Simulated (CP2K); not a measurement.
**C3H5FO (SMILES C/C(F)=C\O): GFN1-xTB**

Wanted: energy and gradient of C3H5FO. 

The results are computed with CP2K 2026.2.

4 further runs of the same task are left out: 1 that didn't finish, 3 set aside as unsound or not needed.

## Step 1: The structure to begin with

C3H5FO has 10 atoms, charge 0, and is taken as a singlet. SMILES: `C/C(F)=C\O`. Geometry: relaxed at GFN2-xTB. This is one conformer, not always the lowest.

Bond lengths: C1–C2 1.493 Å, C2–F3 1.363 Å, C2–C4 1.327 Å, C4–O5 1.355 Å, C1–H6 1.090 Å, C1–H7 1.087 Å, C1–H8 1.090 Å, C4–H9 1.079 Å, O5–H10 0.965 Å. Some angles: C1–C2–F3 112.9°, C1–C2–C4 130.2°, F3–C2–C4 116.9°, C2–C4–O5 126.7°, C2–C1–H6 109.8°, C2–C1–H7 111.5°, C2–C1–H8 109.7°, C2–C4–H9 121.0°, O5–C4–H9 112.3°, C4–O5–H10 110.4°.

## Step 2: Energy and forces at GFN1-xTB

Contents of mol.inp:

```
&GLOBAL
    PROJECT_NAME mol
    RUN_TYPE ENERGY_FORCE
    PRINT_LEVEL MEDIUM
&END

&FORCE_EVAL
    METHOD QUICKSTEP
    &DFT
        CHARGE 0
        MULTIPLICITY 1
        &QS
            METHOD XTB
            EPS_DEFAULT 1.0E-10
            &XTB
                GFN_TYPE 1
                CHECK_ATOMIC_CHARGES F
            &END
        &END
        &POISSON
            PERIODIC NONE
            POISSON_SOLVER ANALYTIC
        &END
        &SCF
            SCF_GUESS ATOMIC
            EPS_SCF 1.0E-06
            MAX_SCF 80
            ADDED_MOS 8
            &DIAGONALIZATION
                ALGORITHM STANDARD
            &END
            &MIXING
                METHOD DIRECT_P_MIXING
                ALPHA 0.4
            &END
            &SMEAR ON
                METHOD FERMI_DIRAC
                ELECTRONIC_TEMPERATURE [K] 300
            &END
        &END
        &PRINT
            &MOMENTS
                PERIODIC F
                REFERENCE COM
                MAX_MOMENT 1
            &END
            &MO ON
                ENERGIES T
                OCCUPATION_NUMBERS T
                NDIGITS 6
                &EACH
                    QS_SCF 0
                &END
                ADD_LAST NUMERIC
            &END
            &HIRSHFELD OFF
            &END
        &END
    &END
    &SUBSYS
        &CELL
            ABC [angstrom] 13.7 13.8 13
            PERIODIC NONE
        &END
        &COORD
            C      0.975870    -0.310170     0.711710
            C     -0.215530    -0.594830    -0.140990
            F     -0.458670    -1.928510    -0.284300
            C     -1.044160     0.237170    -0.758990
            O     -0.987230     1.590700    -0.751420
            H      1.864050    -0.759450     0.267790
            H      1.140130     0.758210     0.824100
            H      0.836220    -0.751640     1.698240
            H     -1.870510    -0.134620    -1.345080
            H     -0.240170     1.893140    -0.221070
        &END
        &TOPOLOGY
            &CENTER_COORDINATES
            &END
        &END
    &END
    &PRINT
        &FORCES ON
        &END
    &END
&END
```

Command:

```bash
OMP_NUM_THREADS=1 cp2k.psmp mol.inp > mol.out
```

Q: Predict the results. Wanted: total energy; dipole moment; HOMO energy; LUMO energy; HOMO–LUMO gap; dispersion energy; largest force on an atom.

Computed results:

At GFN1-xTB:

```
                                 quantity         value
                             total energy  -18.85445 Eh
dipole moment (from atomic charges alone)        2.29 D
                              HOMO energy     -11.25 eV
                              LUMO energy      -6.16 eV
                            HOMO–LUMO gap       5.09 eV
                        dispersion energy  -6.85 kJ/mol
                 largest force on an atom    0.421 eV/Å
```

What this shows: The dipole comes from point charges on the atoms alone, without atomic dipoles, so it is partial. The largest force is 0.42 eV/Å: the shape isn't a stationary point for this species at this level.
